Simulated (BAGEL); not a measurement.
# Si3H8 (SMILES [H][Si]([H])([SiH3])[SiH3]): RI-MP2/cc-pVDZ (density fitting with qzvpp-jkfit)

What is the energy change on altering one bond length of Si3H8 at RI-MP2/cc-pVDZ (density fitting with qzvpp-jkfit)? 

The results are computed with BAGEL 1.2.2.

2 further runs of the same task are left out: 2 set aside as unsound or not needed.

### Step 1. The system as given

Si3H8: 11 atoms, total charge 0, spin state singlet. As SMILES, `[H][Si]([H])([SiH3])[SiH3]`. Geometry: relaxed at GFN2-xTB.

Bond lengths: Si1–Si2 2.315 Å, Si1–Si6 2.315 Å, Si2–H3 1.466 Å, Si2–H4 1.464 Å, Si2–H5 1.466 Å, Si6–H7 1.466 Å, Si6–H8 1.466 Å, Si6–H9 1.465 Å, Si1–H10 1.474 Å, Si1–H11 1.474 Å. Some angles: Si2–Si1–Si6 115.5°, Si1–Si2–H3 111.6°, Si1–Si2–H4 114.6°, Si1–Si2–H5 111.3°, Si2–Si1–H10 109.4°, Si2–Si1–H11 109.5°, Si6–Si1–H10 109.4°, Si6–Si1–H11 109.5°, Si1–Si6–H7 111.5°, Si1–Si6–H8 111.4°.

### Step 2. The energy at RI-MP2/cc-pVDZ (density fitting with qzvpp-jkfit)

The input, mp2.json:

```json
{ "bagel" : [

{
  "title" : "molecule",
  "basis" : "cc-pvdz.json",
  "df_basis" : "qzvpp-jkfit",
  "angstrom" : true,
  "geometry" : [
    { "atom" : "Si", "xyz" : [      -0.736800,       0.003350,      -0.522300 ] },
    { "atom" : "Si", "xyz" : [      -0.862030,      -0.016470,       1.788900 ] },
    { "atom" : "H", "xyz" : [      -0.286800,      -1.242650,       2.349110 ] },
    { "atom" : "H", "xyz" : [      -2.220600,       0.081010,       2.326940 ] },
    { "atom" : "H", "xyz" : [      -0.109270,       1.097380,       2.373740 ] },
    { "atom" : "Si", "xyz" : [       1.402940,       0.014150,      -1.405390 ] },
    { "atom" : "H", "xyz" : [       2.140680,      -1.199470,      -1.043110 ] },
    { "atom" : "H", "xyz" : [       2.187030,       1.142290,      -0.893750 ] },
    { "atom" : "H", "xyz" : [       1.459060,       0.105200,      -2.866260 ] },
    { "atom" : "H", "xyz" : [      -1.487810,       1.159150,      -1.043480 ] },
    { "atom" : "H", "xyz" : [      -1.486400,      -1.143950,      -1.064400 ] }
  ]
},

{ "title" : "hf" },

{ "title" : "mp2", "ncore" : 15 }

]}
```

The basis set cc-pVDZ is read from a file made from the Basis Set Exchange's data (not shown).

On the command line:

```bash
$ BAGEL_NUM_THREADS=1 BAGEL mp2.json > mp2.out
```

What it wrote:

```text
* using 1 threads per process

  ===============================================================
  ===============================================================

  *** Geometry ***

  { "atom" : "Si", "xyz" : [     -1.392350,      0.006331,     -0.987004 ] },
  { "atom" : "Si", "xyz" : [     -1.629001,     -0.031124,      3.380531 ] },
  { "atom" : "H", "xyz" : [     -0.541973,     -2.348268,      4.439175 ] },
  { "atom" : "H", "xyz" : [     -4.196326,      0.153087,      4.397279 ] },
  { "atom" : "H", "xyz" : [     -0.206490,      2.073748,      4.485718 ] },
  { "atom" : "Si", "xyz" : [      2.651172,      0.026740,     -2.655802 ] },
  { "atom" : "H", "xyz" : [      4.045299,     -2.266670,     -1.971192 ] },
  { "atom" : "H", "xyz" : [      4.132888,      2.158615,     -1.688943 ] },
  { "atom" : "H", "xyz" : [      2.757224,      0.198799,     -5.416446 ] },
  { "atom" : "H", "xyz" : [     -2.811553,      2.190476,     -1.971891 ] },
  { "atom" : "H", "xyz" : [     -2.808889,     -2.161752,     -2.011424 ] },

  Number of auxiliary basis functions:      528

  Since a DF basis is specified, we compute 2- and 3-index integrals:
    o Being stored without compression. Storage requirement is 0.037 GB

  Number of basis functions:       94
  Number of electrons      :       50

    * METHOD: MOLECULE                             0.95

  *** RHF ***

  === Nuclear Repulsion ===
   193.9257468405

      * DIIS with orbital gradients will be used.

  === RHF iteration (cc-pvdz.json) ===
      0       -871.34543281          0.00792685           0.20
      1       -871.42339490          0.00265674           0.18
      2       -871.43079059          0.00072310           0.18
      3       -871.43130498          0.00009350           0.21
      4       -871.43132153          0.00002095           0.18
      5       -871.43132234          0.00000322           0.18
      6       -871.43132236          0.00000080           0.21
      7       -871.43132236          0.00000018           0.21
      8       -871.43132236          0.00000004           0.17
      9       -871.43132236          0.00000001           0.18
    * SCF iteration converged.

    * Permanent dipole moment:
           (    0.053382,    -0.002647,     0.037797) a.u.

    * METHOD: HF                                   2.25

  *** RHF ***

  === Nuclear Repulsion ===
   193.9257468405

      * DIIS with orbital gradients will be used.

  === RHF iteration (cc-pvdz.json) ===
      0       -871.43132236          0.00000000           0.18
    * SCF iteration converged.

    * Permanent dipole moment:
           (    0.053382,    -0.002647,     0.037797) a.u.

  === DF-MP2 calculation ===

    * freezing 15 orbitals
    * 3-index integral transformation done
    * assembly done

      MP2 correlation energy:   -0.3135122748      0.12

      MP2 total energy:       -871.7448346332

    * METHOD: MP2                                  0.55

  ===============================================================
```

Run time: 4.5 s. Hardware: 1 thread of Intel Xeon at 2.50GHz (Skylake/Cascade Lake), shared host.

### Step 3. The distorted shape

The input, input.json:

```json
{ "bagel": [

{
  "title": "molecule",
  "basis": "cc-pvdz.json",
  "df_basis": "qzvpp-jkfit",
  "angstrom": "true",
  "geometry": [
    { "atom": "Si", "xyz": [      -0.361996,       0.577007,      -0.251247 ] },
    { "atom": "Si", "xyz": [      -0.487226,       0.557187,       2.059953 ] },
    { "atom": "H", "xyz": [       0.088004,      -0.668993,       2.620163 ] },
    { "atom": "H", "xyz": [      -1.845796,       0.654667,       2.597993 ] },
    { "atom": "H", "xyz": [       0.265534,       1.671037,       2.644793 ] },
    { "atom": "Si", "xyz": [       1.777744,       0.587807,      -1.134337 ] },
    { "atom": "H", "xyz": [       2.515484,      -0.625813,      -0.772057 ] },
    { "atom": "H", "xyz": [       2.561834,       1.715947,      -0.622697 ] },
    { "atom": "H", "xyz": [       1.833864,       0.678857,      -2.595207 ] },
    { "atom": "H", "xyz": [      -1.113006,       1.732807,      -0.772427 ] },
    { "atom": "H", "xyz": [      -1.486400,      -1.143950,      -1.064400 ] }
  ]
},

{ "title": "hf" },

{ "title": "mp2", "ncore": 15 }

]}
```

The basis set cc-pVDZ is read from a file made from the Basis Set Exchange's data (not shown).

On the command line:

```bash
$ BAGEL_NUM_THREADS=1 BAGEL input.json > input.out
```

What it wrote:

```text
* using 1 threads per process

  ===============================================================
  ===============================================================

  *** Geometry ***

  { "atom" : "Si", "xyz" : [     -0.684073,      1.090385,     -0.474788 ] },
  { "atom" : "Si", "xyz" : [     -0.920724,      1.052931,      3.892747 ] },
  { "atom" : "H", "xyz" : [      0.166303,     -1.264214,      4.951390 ] },
  { "atom" : "H", "xyz" : [     -3.488049,      1.237141,      4.909495 ] },
  { "atom" : "H", "xyz" : [      0.501787,      3.157802,      4.997934 ] },
  { "atom" : "Si", "xyz" : [      3.359449,      1.110794,     -2.143586 ] },
  { "atom" : "H", "xyz" : [      4.753576,     -1.182615,     -1.458976 ] },
  { "atom" : "H", "xyz" : [      4.841165,      3.242670,     -1.176727 ] },
  { "atom" : "H", "xyz" : [      3.465501,      1.282854,     -4.904230 ] },
  { "atom" : "H", "xyz" : [     -2.103277,      3.274531,     -1.459675 ] },
  { "atom" : "H", "xyz" : [     -2.808889,     -2.161752,     -2.011424 ] },

  Number of auxiliary basis functions:      528

  Since a DF basis is specified, we compute 2- and 3-index integrals:
    o Being stored without compression. Storage requirement is 0.037 GB

  Number of basis functions:       94
  Number of electrons      :       50

    * METHOD: MOLECULE                             0.93

  *** RHF ***

  === Nuclear Repulsion ===
   191.3882247044

      * DIIS with orbital gradients will be used.

  === RHF iteration (cc-pvdz.json) ===
      0       -871.26715821          0.00801951           0.33
      1       -871.34873150          0.00279299           0.24
      2       -871.35696801          0.00090866           0.22
      3       -871.35782493          0.00009599           0.20
      4       -871.35784295          0.00002487           0.25
      5       -871.35784406          0.00000447           0.31
      6       -871.35784409          0.00000101           0.23
      7       -871.35784409          0.00000021           0.24
      8       -871.35784409          0.00000006           0.18
      9       -871.35784409          0.00000001           0.16
     10       -871.35784409          0.00000000           0.27
    * SCF iteration converged.

    * Permanent dipole moment:
           (   -0.293156,    -0.440419,    -0.211970) a.u.

    * METHOD: HF                                   3.39

  *** RHF ***

  === Nuclear Repulsion ===
   191.3882247044

      * DIIS with orbital gradients will be used.

  === RHF iteration (cc-pvdz.json) ===
      0       -871.35784409          0.00000000           0.19
    * SCF iteration converged.

    * Permanent dipole moment:
           (   -0.293157,    -0.440419,    -0.211970) a.u.

  === DF-MP2 calculation ===

    * freezing 15 orbitals
    * 3-index integral transformation done
    * assembly done

      MP2 correlation energy:   -0.3168116045      0.10

      MP2 total energy:       -871.6746556943

    * METHOD: MP2                                  0.65

  ===============================================================
```

It took 5.7 s on 1 thread of Intel Xeon at 2.50GHz (Skylake/Cascade Lake), shared host.

### Step 4. What came out

At RI-MP2/cc-pVDZ (density fitting with qzvpp-jkfit), 15 core orbitals frozen:

| quantity | value |
| --- | --- |
| first shape: total energy | -871.74483 Eh |
| first shape: correlation energy (15 core orbitals frozen) | -313.5 mEh |
| distorted shape: total energy | -871.67466 Eh |
| distorted shape: correlation energy (15 core orbitals frozen) | -316.8 mEh |
| energy change with the Si1–H11 bond stretched from 1.474 to 2.211 Å | 1.910 eV |

In words: One bond (distorted shape) is far stretched, which a spin-restricted single reference describes badly; perturbation theory on it can break down and give far too much correlation. With the Si1–H11 bond stretched from 1.474 to 2.211 Å the energy rises by 1.91 eV (44 kcal/mol). The first shape isn't relaxed at this level, so the change isn't measured from a minimum. A restricted reference can't describe the breaking bond well at this length.
